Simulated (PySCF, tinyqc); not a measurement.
Inside a calculation (part 2 of 2). Method: RHF in the sto-3g basis, for HF, spin multiplicity 1. The lowest restricted solution is unstable here: a spin-polarised one lies 0.0350 hartree lower (PySCF). Computed by tinyqc, a small Python program that keeps every step (integrals from PySCF). Command: `OMP_NUM_THREADS=1 python tinyqc.py 28004 28005 out.jsonl` (the two numbers bound the seeds that draw the settings). One thread of a shared host (Intel(R) Xeon(R) Processor @ 2.60GHz), about 0.08 s of CPU time with the checks.

Geometry (angstrom):
```
atom         x         y         z
F     0.000000  0.000000  0.000000
H     0.000000  0.000000  1.419000
```

## Iteration 4: DIIS over 3 matrices

error matrix X^T (FDS - SDF) X:
```
[[0.000000, -0.055499, 0.000000, 0.000000, 0.284521, 0.249333],
 [0.055499, 0.000000, 0.000000, 0.000000, 0.206906, 0.172540],
 [0.000000, 0.000000, 0.000000, 0.000000, 0.000000, 0.000000],
 [0.000000, 0.000000, 0.000000, 0.000000, 0.000000, 0.000000],
 [-0.284521, -0.206906, 0.000000, 0.000000, 0.000000, 0.044996],
 [-0.249333, -0.172540, 0.000000, 0.000000, -0.044996, 0.000000]]
```

B (overlaps of the stored error matrices):
```
[[4.1455284e-01, 4.3218840e-01, 4.2608921e-01],
 [4.3218840e-01, 4.5534292e-01, 4.4830708e-01],
 [4.2608921e-01, 4.4830708e-01, 4.4160857e-01]]
```

Minimise |sum c_i e_i|^2 with sum c_i = 1: solve [B -1; -1 0][c; lambda] = [0; -1] with B_ij = tr e_i^T e_j, and take F = sum c_i F_i.

DIIS coefficients: [1.240148, -17.653354, 17.413206]

extrapolated F (hartree), order 1F 1s, 1F 2s, 1F 2px, 1F 2py, 1F 2pz, 2H 1s:
```
[[-24.882523, -6.411239, 0.000000, 0.000000, -0.002654, -0.418685],
 [-6.411239, -2.493394, 0.000000, 0.000000, -0.090668, -0.332739],
 [0.000000, 0.000000, 0.104601, 0.000000, 0.000000, 0.000000],
 [0.000000, 0.000000, 0.000000, 0.104601, 0.000000, 0.000000],
 [-0.002654, -0.090668, 0.000000, 0.000000, 0.030825, -0.098413],
 [-0.418685, -0.332739, 0.000000, 0.000000, -0.098413, -0.144755]]
```

## Iteration 4: diagonalisation and new density

X, order 1F 1s, 1F 2s, 1F 2px, 1F 2py, 1F 2pz, 2H 1s:
```
[[-0.560821, 0.584614, 0.000000, 0.000000, -0.482103, 0.415225],
 [0.795074, -0.297529, 0.000000, 0.000000, -0.269917, 0.555504],
 [0.000000, 0.000000, 0.999499, -0.031660, 0.000000, 0.000000],
 [0.000000, 0.000000, 0.031660, 0.999499, 0.000000, 0.000000],
 [0.346780, 0.674428, 0.000000, 0.000000, 0.632790, 0.239151],
 [-0.635518, -0.520117, 0.000000, 0.000000, 0.433046, 0.459047]]
```

Diagonalise F' = X^T F X, C = X C', fill 5 alpha and 5 beta electrons from the bottom; D = 2 C_occ C_occ^T. Each column has its largest component positive (the first on a tie).

F' = X^T F X (hartree):
```
[[-3.707305, 4.786716, 0.000000, 0.000000, -4.868092, 4.797479],
 [4.786716, -6.264743, 0.000000, 0.000000, 6.772851, -6.805743],
 [0.000000, 0.000000, 0.104601, 0.000000, 0.000000, 0.000000],
 [0.000000, 0.000000, 0.000000, 0.104601, 0.000000, 0.000000],
 [-4.868092, 6.772851, 0.000000, 0.000000, -7.417047, 7.679672],
 [4.797479, -6.805743, 0.000000, 0.000000, 7.679672, -8.421342]]
```

orbital energies (hartree): [-24.893253, -0.904286, -0.102389, 0.089490, 0.104601, 0.104601]

coefficients C, order 1F 1s, 1F 2s, 1F 2px, 1F 2py, 1F 2pz, 2H 1s:
```
[[0.994553, -0.261721, 0.059064, -0.002721, 0.000000, 0.000000],
 [0.022110, 1.008470, -0.287453, 0.044447, 0.000000, 0.000000],
 [0.000000, 0.000000, 0.000000, 0.000000, 0.999973, -0.007289],
 [0.000000, 0.000000, 0.000000, 0.000000, 0.007289, 0.999973],
 [0.000611, 0.092814, 0.343765, 0.951807, 0.000000, 0.000000],
 [-0.002489, 0.066342, 0.890363, -0.524885, 0.000000, 0.000000]]
```

D after iteration 4, order 1F 1s, 1F 2s, 1F 2px, 1F 2py, 1F 2pz, 2H 1s:
```
[[2.122258, -0.518094, 0.000000, 0.000000, -0.011940, 0.068357],
 [-0.518094, 2.204210, 0.000000, 0.000000, 0.074205, -0.424836],
 [0.000000, 0.000000, 1.999894, 0.014578, 0.000000, 0.000000],
 [0.000000, 0.000000, 0.014578, 0.000106, 0.000000, 0.000000],
 [-0.011940, 0.074205, 0.000000, 0.000000, 2.065450, -0.374714],
 [0.068357, -0.424836, 0.000000, 0.000000, -0.374714, 2.145315]]
```

Within a degenerate level the vectors are fixed only up to a rotation; this is one choice.

## Iteration 13 (converged): orbitals

converged F (hartree), order 1F 1s, 1F 2s, 1F 2px, 1F 2py, 1F 2pz, 2H 1s:
```
[[-25.924223, -6.626437, 0.000000, 0.000000, -0.011722, -0.434729],
 [-6.626437, -3.012079, 0.000000, 0.000000, -0.007172, -0.461183],
 [0.000000, 0.000000, -0.465388, 0.000000, 0.000000, 0.000000],
 [0.000000, 0.000000, 0.000000, -0.465388, 0.000000, 0.000000],
 [-0.011722, -0.007172, 0.000000, 0.000000, -0.177326, -0.357294],
 [-0.434729, -0.461183, 0.000000, 0.000000, -0.357294, -0.209942]]
```

As before.

F' = X^T F X (hartree):
```
[[-3.940229, 5.270297, 0.000000, 0.000000, -4.979371, 4.845559],
 [5.270297, -6.593170, 0.000000, 0.000000, 6.922435, -7.006793],
 [0.000000, 0.000000, -0.465388, 0.000000, 0.000000, 0.000000],
 [0.000000, 0.000000, 0.000000, -0.465388, 0.000000, 0.000000],
 [-4.979371, 6.922435, 0.000000, 0.000000, -7.976676, 7.909560],
 [4.845559, -7.006793, 0.000000, 0.000000, 7.909560, -8.993997]]
```

orbital energies (hartree): [-25.933354, -1.403902, -0.465388, -0.465388, -0.431920, 0.265104]

coefficients C, order 1F 1s, 1F 2s, 1F 2px, 1F 2py, 1F 2pz, 2H 1s:
```
[[0.995051, -0.260859, 0.000000, 0.000000, 0.037224, 0.039614],
 [0.020151, 1.011593, 0.000000, 0.000000, -0.187628, -0.207783],
 [0.000000, 0.000000, 0.999999, -0.001680, 0.000000, 0.000000],
 [0.000000, 0.000000, 0.001680, 0.999999, 0.000000, 0.000000],
 [0.000804, 0.010264, 0.000000, 0.000000, 0.686939, -0.748822],
 [-0.002136, 0.074877, 0.000000, 0.000000, 0.623730, 0.823412]]
```

D after iteration 13, order 1F 1s, 1F 2s, 1F 2px, 1F 2py, 1F 2pz, 2H 1s:
```
[[2.119119, -0.501632, 0.000000, 0.000000, 0.047387, 0.003121],
 [-0.501632, 2.117862, 0.000000, 0.000000, -0.236980, -0.082655],
 [0.000000, 0.000000, 2.000000, 0.000000, 0.000000, 0.000000],
 [0.000000, 0.000000, 0.000000, 2.000000, 0.000000, 0.000000],
 [0.047387, -0.236980, 0.000000, 0.000000, 0.943982, 0.858463],
 [0.003121, -0.082655, 0.000000, 0.000000, 0.858463, 0.789302]]
```

Within a degenerate level the vectors are fixed only up to a rotation; this is one choice.

## Convergence

Stop when the energy changes by less than 1e-08 hartree and every element of the error matrix X^T (F D S - S D F) X is below 3e-05.

Course of the cycle:
```
iteration   E (hartree)     change  largest element of the error matrix
1          -43.23604433          -                             2.01e-01
2          -97.95452157  -5.47e+01                             2.84e-01
3          -98.01258789  -5.81e-02                             2.91e-01
4          -97.99773331   1.49e-02                             2.85e-01
5          -97.70913427   2.89e-01                             1.75e-13
6          -98.04236843  -3.33e-01                             2.71e-01
7          -98.04236843   2.84e-14                             2.71e-01
8          -98.04236843   0.000000                             2.71e-01
9          -98.41665001  -3.74e-01                             1.33e-01
10         -98.44458332  -2.79e-02                             2.13e-02
11         -98.44485282  -2.69e-04                             1.91e-03
12         -98.44485684  -4.03e-06                             4.56e-05
13         -98.44485684  -2.20e-09                             1.82e-07
```

PySCF RHF in the same basis = -98.44485684 hartree

Converged in 13 iterations.

## Populations, bond orders and dipole

overlap S, order 1F 1s, 1F 2s, 1F 2px, 1F 2py, 1F 2pz, 2H 1s:
```
[[1.000000, 0.237990, 0.000000, 0.000000, 0.000000, 0.015266],
 [0.237990, 1.000000, 0.000000, 0.000000, 0.000000, 0.190446],
 [0.000000, 0.000000, 1.000000, 0.000000, 0.000000, 0.000000],
 [0.000000, 0.000000, 0.000000, 1.000000, 0.000000, 0.000000],
 [0.000000, 0.000000, 0.000000, 0.000000, 1.000000, 0.174666],
 [0.015266, 0.190446, 0.000000, 0.000000, 0.174666, 1.000000]]
```

Mulliken: Z minus the diagonal of D S on the atom; Loewdin: the same with S^(1/2) D S^(1/2); Mayer order: 2 sum_s sum (D(s) S)_ij (D(s) S)_ji over the two atoms.

Charges (e):
```
atom   Mulliken    Loewdin
1F    -0.076448  -0.067184
2H     0.076448   0.067184
```

Mayer bond orders:
```
pair     order
2-1   0.994156
```

dipole moment about the origin, x y z (debye): [0.000000, 0.000000, 0.924618]
